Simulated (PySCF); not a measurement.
**How the method changes the constants of BH⁺**

State: ²Σ⁺ (doublet), unpaired electrons σ ↑. Set-up: B 3-21G, H 3-21G; no relativity (PySCF 2.14). De refers to B⁺ + H in their ground configurations, without counterpoise correction. The functionals are run spin-unrestricted. A positive dipole points towards H; it is taken about the centre of mass and depends on that origin.

```
      Level  Re (Å)  ωe (cm⁻¹)  De (eV)  μ (D)  CPU s a point (SCF and correlation, without the integrals)
        UHF   1.184       2769     2.06   0.24                                                       0.021
    UHF-MP2   1.199       2662     1.83    n/a                                                       0.028
UHF-SCS-MP2   1.202       2642     1.77    n/a                                                         n/a
   UHF-CCSD   1.219       2461     1.43    n/a                                                         n/a
UHF-CCSD(T)   1.220       2456     1.44    n/a                                                        0.16
        PBE   1.222       2480     2.56   0.37                                                        0.17
     r²SCAN   1.210       2553     2.66   0.31                                                        0.26
       PBE0   1.209       2574     2.52   0.34                                                        0.26
    r²SCAN0   1.203       2605     2.62   0.32                                                        0.24
       MN15   1.203       2656     2.22   0.28                                                        0.24
     B2PLYP   1.203       2604     2.29   0.31                                                        0.14
```

Which functional lies closest to UHF-CCSD(T) in De, which farthest, and by how much do they differ from it?

Closest is MN15 (-1.7 pm in Re, +8.1 % in ωe, +0.78 eV in De against UHF-CCSD(T) in the same basis), farthest r²SCAN (-1.0 pm in Re, +3.9 % in ωe, +1.22 eV in De). CCSD(T) converges more slowly with the basis than the functionals do and binds too weakly in this one, so the order can change at the basis-set limit.

What does a quarter of exact exchange do here, going from PBE to PBE0?

PBE0 less PBE: -1.3 pm in Re, +3.8 % in ωe, -0.04 eV in De. Exact exchange removes part of the self-interaction that spreads semilocal densities, and in most molecules shortens and stiffens the bond and lowers De; so it does here.

What does a quarter of exact exchange do here, going from r²SCAN to r²SCAN0?

r²SCAN0 less r²SCAN: -0.7 pm in Re, +2.0 % in ωe, -0.04 eV in De. Exact exchange removes part of the self-interaction that spreads semilocal densities, and in most molecules shortens and stiffens the bond and lowers De; so it does here.

Correlated steps freeze 1 core orbital. For an ion De counts to the pair picked by the measured ionisation energies or electron affinities, which need not be the lowest pair at this level. B2PLYP dipoles, levels and charges come from its SCF part alone. 3-21G is very small, so such numbers show the basis as much as the molecule. The state is the lowest determinant that a PBE0 search found; another state may lie lower at other levels.

The whole job (state search and all levels along the bond) took about 0.35 min on 1 thread of Intel Xeon Platinum 8375C @ 2.90GHz (shared host), peak memory 0.25 GiB.
